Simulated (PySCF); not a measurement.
**G0W0@KT2/aug-cc-pVDZ (density fitting with def2-universal-jkfit) run of Cl2 (chlorine)**

We compute quasiparticle levels of Cl2 (chlorine). Input form: a Python script.

The results are computed with PySCF 2.14.0.

4 further runs of the same task are left out: 1 that didn't finish, 3 set aside as unsound or not needed.

### Step 1. The structure to begin with

The species is Cl2 (2 atoms), meant as a singlet with charge 0. SMILES: `ClCl`. The shape is built from the SMILES string.

Bond lengths: Cl1–Cl2 2.020 Å.

### Step 2. Quasiparticle energies at G0W0@KT2/aug-cc-pVDZ (density fitting with def2-universal-jkfit)

input.py

```python
from pyscf import gto, dft, gw
from rdkit import Chem
from rdkit.Chem import AllChem

rd = Chem.AddHs(Chem.MolFromSmiles('ClCl'))
AllChem.EmbedMolecule(rd, randomSeed=130)
if AllChem.MMFFOptimizeMolecule(rd) < 0:
    AllChem.UFFOptimizeMolecule(rd)
xyz = rd.GetConformer().GetPositions()
geom = [(a.GetSymbol(), tuple(x)) for a, x in zip(rd.GetAtoms(), xyz)]
for s, x in geom:
    print('%-2s %12.6f %12.6f %12.6f' % (s, *x))

mol = gto.M(
    atom=geom,
    max_memory=1860,
    verbose=4,
    basis='aug-cc-pvdz',
)

mf = dft.RKS(mol, xc='kt2')
mf = mf.density_fit(auxbasis='def2-universal-jkfit')
mf.kernel()

e_tot = mf.e_tot
print('E(%s) = %.9f' % ('KT2', e_tot))

nocc = mol.nelec[0]
orbs = list(range(max(0, nocc - 3), min(mol.nao, nocc + 3)))
mygw = gw.GW(mf, freq_int='cd')
mygw.kernel()
print('orbital   mean field (eV)   quasiparticle (eV)')
for p in orbs:
    print('%4d %12.4f %12.4f' % (p + 1, mf.mo_energy[p] * 27.211386, mygw.mo_energy[p] * 27.211386))
```

The run is started by

```sh
$ OMP_NUM_THREADS=1 python input.py
```

Output:

```text
Cl     1.009999     0.000000     0.000000
Cl    -1.009999     0.000000     0.000000

PySCF version 2.14.0

[INPUT] num. atoms = 2
[INPUT] num. electrons = 34
[INPUT] charge = 0
[INPUT] spin (= nelec alpha-beta = 2S) = 0
[INPUT] symmetry False subgroup None
[INPUT] Mole.unit = angstrom
[INPUT] Symbol           X                Y                Z      unit          X                Y                Z       unit  Magmom
[INPUT]  1 Cl     1.009999385459   0.000000000000   0.000000000000 AA    1.908622224497   0.000000000000   0.000000000000 Bohr   0.0
[INPUT]  2 Cl    -1.009999385459   0.000000000000   0.000000000000 AA   -1.908622224497   0.000000000000   0.000000000000 Bohr   0.0

nuclear repulsion = 75.7090628754789
number of shells = 16
number of NR pGTOs = 100
number of NR cGTOs = 54
basis = aug-cc-pvdz
ecp = {}

******** <class 'pyscf.df.df_jk.DFRKS'> ********
method = DFRKS
initial guess = minao
damping factor = 0
level_shift factor = 0
DIIS = <class 'pyscf.scf.diis.CDIIS'>
diis_start_cycle = 1
diis_space = 8
diis_damp = 0
SCF conv_tol = 1e-09
SCF conv_tol_grad = None
SCF max_cycles = 50
direct_scf = False
XC library pyscf.dft.libxc version 7.0.0
    S. Lehtola, C. Steigemann, M. J.T. Oliveira, and M. A.L. Marques.,  SoftwareX 7, 1–5 (2018)
XC functionals = kt2
radial grids:
    Treutler-Ahlrichs [JCP 102, 346 (1995); DOI:10.1063/1.469408] (M4) radial grids

becke partition: Becke, JCP 88, 2547 (1988); DOI:10.1063/1.454033
pruning grids: <function nwchem_prune>
grids dens level: 3
symmetrized grids: False
atomic radii adjust function: <function treutler_atomic_radii_adjust>
small_rho_cutoff = 0
Set gradient conv threshold to 3.16228e-05
Initial guess from minao.
tot grids = 37760
init E= -927.299813996975
  HOMO = -0.300749093489166  LUMO = -0.174572517601909  gap/eV = 3.43344
cycle= 1 E= -927.148630937573  delta_E= 0.151  |g|= 0.0938  |ddm|= 1.29
  HOMO = -0.264627610014808  LUMO = -0.162102522414138  gap/eV = 2.78985
cycle= 2 E= -927.150776171805  delta_E= -0.00215  |g|= 0.0486  |ddm|= 0.157
  HOMO = -0.276563286673478  LUMO = -0.172319834285865  gap/eV = 2.83661
cycle= 3 E= -927.15142597436  delta_E= -0.00065  |g|= 0.0088  |ddm|= 0.065
  HOMO = -0.275662263501911  LUMO = -0.170811372280933  gap/eV = 2.85314
cycle= 4 E= -927.151447417299  delta_E= -2.14e-05  |g|= 0.00204  |ddm|= 0.00971
  HOMO = -0.275454397856946  LUMO = -0.17058407448193  gap/eV = 2.85367
cycle= 5 E= -927.151448639577  delta_E= -1.22e-06  |g|= 5.83e-05  |ddm|= 0.00155
  HOMO = -0.275465392988813  LUMO = -0.170596649021673  gap/eV = 2.85362
cycle= 6 E= -927.151448640577  delta_E= -1e-09  |g|= 1.22e-06  |ddm|= 5.68e-05
  HOMO = -0.275465179070113  LUMO = -0.170596424812536  gap/eV = 2.85362
cycle= 7 E= -927.151448640576  delta_E= 1.14e-12  |g|= 4.43e-08  |ddm|= 1.62e-06
  HOMO = -0.275465205454106  LUMO = -0.170596451255103  gap/eV = 2.85362
Extra cycle  E= -927.151448640578  delta_E= -1.82e-12  |g|= 4.06e-08  |ddm|= 9.58e-08
converged SCF energy = -927.151448640578
E(KT2) = -927.151448641

******** <class 'pyscf.gw.gw_cd.GWCD'> ********
method = GWCD
GW nocc = 17, nvir = 37
frozen orbitals = None
off-diagonal self-energy = False
GW density matrix = False
density-fitting for exchange = False
outcore for self-energy= False
broadening parameter = 1.000e-03
number of grids = 100
analytic continuation method = pade
imaginary frequency cutoff = 5.0
Pade points = 18
Pade step ratio = 0.667
use perturbative linearized QP eqn = False
QPE max iter = 100
QPE tolerance = 1.0e-06

Computing Wmn on imaginary axis (100 points)
   0    1    2    3    4    5    6    7    8    9   10   11
  12   13   14   15   16   17   18   19   20   21   22   23
  24   25   26   27   28   29   30   31   32   33   34   35
  36   37   38   39   40   41   42   43   44   45   46   47
  48   49   50   51   52   53   54   55   56   57   58   59
  60   61   62   63   64   65   66   67   68   69   70   71
  72   73   74   75   76   77   78   79   80   81   82   83
  84   85   86   87   88   89   90   91   92   93   94   95
  96   97   98   99
orbital   mean field (eV)   quasiparticle (eV)
  15     -10.0343     -12.9973
  16      -7.4958     -10.5100
  17      -7.4958     -10.5100
  18      -4.6422      -0.4444
  19       0.7199       3.0477
  20       1.3133       2.6620
```

Wall time 1.9 min (1 thread of Arm Neoverse V2, shared host); peak memory 0.24 GiB.

### Step 3. What came out

At G0W0@KT2/aug-cc-pVDZ (density fitting with def2-universal-jkfit):

```
                              quantity          value
     ground-state or mean-field energy  -927.15145 Eh
 dipole moment (KT2 Kohn–Sham density)         0.00 D
  HOMO energy (KT2 Kohn–Sham orbitals)       -7.50 eV
  LUMO energy (KT2 Kohn–Sham orbitals)       -4.64 eV
HOMO–LUMO gap (KT2 Kohn–Sham orbitals)        2.85 eV
                    quasiparticle HOMO      -10.51 eV
                    quasiparticle LUMO       -0.44 eV
```
